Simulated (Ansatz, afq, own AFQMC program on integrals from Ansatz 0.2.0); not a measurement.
**VH₄, quartet: a scan with AFQMC**

```yaml
atoms:
  - { symbol: V, position_ang: [0.0000, 0.0000, 0.0000] }
  - { symbol: H, position_ang: [0.9778, 0.9809, 1.0155] }
  - { symbol: H, position_ang: [-0.9818, -0.9756, 1.0169] }
  - { symbol: H, position_ang: [-0.9762, 0.9771, -1.0207] }
  - { symbol: H, position_ang: [0.9802, -0.9825, -1.0117] }
```

The V1–H4 distance is changed with both sides rigid. Energies in kcal/mol count from this geometry (1.717 Å) at the same level; the start stands on UHF, each point on the determinant named.

Basis def2-SVP. Only valence electrons are correlated. AFQMC by an in-house program on the Cholesky factors that Ansatz 0.2.0 writes for its CCSD(T) run. ph-AFQMC/CISD is guided by a CISD state made of CCSD amplitudes; releasing the constraint for a short imaginary time cuts its bias at the price of noise, slowly where states lie close. Error bars are statistical, one sigma. The metal's outer-core s and p shells are frozen, which shifts wave-function levels against functionals.

Cautions, each for one point or more: cluster runs in doubt by the program's own checks; higher spins were not checked; lower spins were not checked; no relativity below Rb; outer-core shells of the metal frozen; raised T1 diagnostic; released walk and highest rung disagree; strong correlation; the search met a lower determinant of the same kind, perhaps of another symmetry, and this one is a saddle point; unrestricted determinant slightly spin contaminated; unrestricted determinant spin contaminated.

```csv
r(V1–H4) / Å,det.,T1,weight,⟨S²⟩,B3LYP,wB97M-V,CCSD(T)
1.524,UHF¶,0.051,0.84,3.84,–,1.6,2.9
1.890,UHF,0.054,0.86,3.83,-0.2,-2.7,-5.2
2.427,UHF,0.049,0.87,3.84,1.5,-4.3,-7.8
3.180,UHF,0.048,0.87,3.85,3.9,-2.9,-6.5
4.652,UHF,0.048,0.87,3.86,4.9,-2.0,-6.1
```

(1) Estimate the curve of phaseless AFQMC with a CISD trial, counted from the same start.

## Answers

(1) 
```tsv
r(V1–H4) / Å	det.	T1	weight	⟨S²⟩	ph-AFQMC/CISD	CCSDT(Q)
1.524	UHF¶	0.051	0.84	3.84	6.0 ± 0.7	3.2
1.890	UHF	0.054	0.86	3.83	-3.6 ± 0.7	-4.7
2.427	UHF	0.049	0.87	3.84	-6.4 ± 0.6	-7.0
3.180	UHF	0.048	0.87	3.85	-5.0 ± 0.7	-5.6
4.652	UHF	0.048	0.87	3.86	-4.2 ± 0.6	-5.2
```

Weight is that of the determinant in the CISD state; at the start T1 is 0.061 and the weight 0.84, and ⟨S²⟩ is 3.83. ¶ marks points with a poor determinant and no full CI, where no value is sure; they don't count among the departures. Symmetry can't show for every point that it stays on the start's state. A dash marks a missing value, a released energy that hasn't settled or a functional that sits on another state. Largest departures from phaseless AFQMC with a CISD trial: CCSD(T) -1.9 kcal/mol at 4.652 (on UHF), CCSDT(Q) -1.1 kcal/mol at 1.890 (on UHF) (within the noise). The walk's constraint bias lies outside its error bars, so these are departures and not errors. The functionals aren't scored here. In this small basis the wave-function levels are far from their limit, so their gap to the functionals isn't the functionals' error.

CCSDT and higher add their correlation energy to the determinant of the CCSD(T) run, since their own runs factorise the integrals more tightly (a shift of under 2 meV). A walk keeps the symmetry of its determinant, which the program's search chose and which needn't be the lowest solution, so a lower state of the same spin and another symmetry isn't excluded.
